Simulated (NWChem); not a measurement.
Everything below was run with NWChem. System: ethylamine (C₂H₇N), charge 0, spin multiplicity 1, at a geometry optimised with PBE/def2-SVP. Level: G0W0@PBE0/def2-SVP, RI basis def2-svp-rifit.

Job file:

```
start mol
memory heap 200 mb stack 700 mb global 1700 mb
geometry units angstroms nocenter noautoz noautosym
  C      1.190928     0.445213     0.013999
  C      0.039470    -0.550945    -0.098417
  N     -1.250117     0.134040    -0.005704
  H      2.172811    -0.054042    -0.112486
  H      1.093090     1.239641    -0.753039
  H      1.196263     0.939885     1.009080
  H      0.192877    -1.366249     0.657798
  H      0.087838    -1.051530    -1.090729
  H     -2.016334    -0.544828    -0.101449
  H     -1.358118     0.533238     0.937262
end
basis spherical
  * library def2-svp
end
basis "ri basis" bse spherical
  * library def2-svp-rifit
end
dft
  xc pbe0
  iterations 100
  direct
  tolerances tight
end
task dft energy
gw
  states alpha occ 4 vir 2
end
task dft gw
```

NWChem printed:

```
             Northwest Computational Chemistry Package (NWChem) 7.3.0
             --------------------------------------------------------

                                NWChem Input Module
                                -------------------

 Scaling coordinates for geometry "geometry" by  1.889725989
 (inverse scale =  0.529177249)

                             Geometry "geometry" -> ""
                             -------------------------

 Output coordinates in angstroms (scale by  1.889725989 to convert to a.u.)

  No.       Tag          Charge          X              Y              Z
 ---- ---------------- ---------- -------------- -------------- --------------
    1 C                    6.0000     1.19092800     0.44521300     0.01399900
    2 C                    6.0000     0.03947000    -0.55094500    -0.09841700
    3 N                    7.0000    -1.25011700     0.13404000    -0.00570400
    4 H                    1.0000     2.17281100    -0.05404200    -0.11248600
    5 H                    1.0000     1.09309000     1.23964100    -0.75303900
    6 H                    1.0000     1.19626300     0.93988500     1.00908000
    7 H                    1.0000     0.19287700    -1.36624900     0.65779800
    8 H                    1.0000     0.08783800    -1.05153000    -1.09072900
    9 H                    1.0000    -2.01633400    -0.54482800    -0.10144900
   10 H                    1.0000    -1.35811800     0.53323800     0.93726200

 Effective nuclear repulsion energy (a.u.)      82.3778764896

            Nuclear Dipole moment (a.u.)
            ----------------------------
        X                 Y               Z
 ---------------- ---------------- ----------------
    -0.0000075589     0.0000056692     0.0000018897


 Summary of "ao basis" -> "" (spherical)
 ------------------------------------------------------------------------------
       Tag                 Description            Shells   Functions and Types
 ---------------- ------------------------------  ------  ---------------------
 *                          def2-svp                  on all atoms
[...]
           2.384847485194          -5.531971089150         230.623573858867

     Multipole analysis of the density
     ---------------------------------

     L   x y z        total         alpha         beta         nuclear
     -   - - -        -----         -----         ----         -------
     0   0 0 0     -0.000000    -13.000000    -13.000000     26.000000

     1   1 0 0     -0.058288     -0.029140     -0.029140     -0.000008
     1   0 1 0     -0.359603     -0.179804     -0.179804      0.000006
     1   0 0 1      0.377440      0.188719      0.188719      0.000002

     2   2 0 0    -14.509434    -65.750098    -65.750098    116.990762
     2   1 1 0      1.112275     -7.047201     -7.047201     15.206677
     2   1 0 1     -1.231190      0.761189      0.761189     -2.753567
     2   0 2 0    -15.682741    -24.112645    -24.112645     32.542549
     2   0 1 1      0.905788     -1.656983     -1.656983      4.219755
     2   0 0 2    -14.996990    -14.941704    -14.941704     14.886418

 Task  times  cpu:        3.1s     wall:        3.1s

                                NWChem Input Module
                                -------------------

                                 NWChem GW Module
                                 ----------------

                             ***********************
                             ***        GW       ***
                             ***********************

 Summary of "ri basis" -> "ri basis" (spherical)
 ------------------------------------------------------------------------------
       Tag                 Description            Shells   Functions and Types
 ---------------- ------------------------------  ------  ---------------------
 C                       def2-svp-rifit             16       48   6s5p4d1f
 N                       def2-svp-rifit             16       48   6s5p4d1f
 H                       def2-svp-rifit              6       14   3s2p1d

                 Memory Information
                 ------------------
          Available GA per process is          1700.0 MBs
          Available stack per process is        700.0 MBs
          Available heap per process is           0.0 MBs

          Peak memory in Initialization
              Peak GA per process is                  2.6 MBs
              Peak stack per process is               0.1 MBs
              Peak heap per process is                2.8 MBs
              Memory not in MA per process            0.0 MBs

          Peak memory in AFF Calculation
              Peak GA per process is                  8.9 MBs
              Peak stack per process is               5.3 MBs
              Peak heap per process is                0.0 MBs
              Memory not in MA per process            5.3 MBs

          Computing 2-center integrals
          Computing Inverse Cholesky factor
          Computing 3-center integrals
          Computing V_xc ...

          Computing Sigma_x
          Computing RPA polarizability
          Solving quasiparticle equations

                  Alpha Orbitals
          State     Energy (eV)     Error (eV)
          -----------------------------------
@GW        10        -12.689           0.002
@GW        11        -12.444           0.002
@GW        12        -12.066           0.002
@GW        13         -8.864           0.005
@GW        14          3.987           0.004
@GW        15          5.108           0.005

   Applying  -2.2554 eV scissor-shift to rest of particle states

   Applying   2.2062 eV scissor-shift to rest of hole states

     GW Timing Statistics
   ------------------------
   Init.   :          0.0s
     ERIs  :          0.2s
     Distr.:          0.0s
     Vxc   :          0.5s
   Sigma_x :          0.0s
   RPA     :          0.1s
   Wmn     :          0.0s
   Sigma_c :          0.0s
   GW total:          0.8s

 Task  times  cpu:        0.8s     wall:        0.8s

 Total times  cpu:        4.0s     wall:        4.0s
```
